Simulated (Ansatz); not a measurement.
## H2O2, singlet: CASSCF and its corrections

Computed with Ansatz's Gaussian-basis code (development build). Basis cc-pVDZ, nonrelativistic, no frozen core. State-specific CASSCF; RHF is the lowest restricted (open-shell) Hartree–Fock solution met. No symmetry is imposed, so a solution can break that of the shape. No proof that the lowest CASSCF solution was found.

Geometry:

```xyz
4

O     0.0000    0.1072    0.7341
O     0.0000    0.1072   -0.7341
H     0.0000   -0.8573    0.8808
H     0.0000   -0.8573   -0.8808
```

Task: What do CASSCF and its corrections give against RHF in CAS(2,2), and what are the occupations?

Result: CASSCF -1.246 eV, SC-NEVPT2 -10.703 eV; occupations 1.92, 0.08.
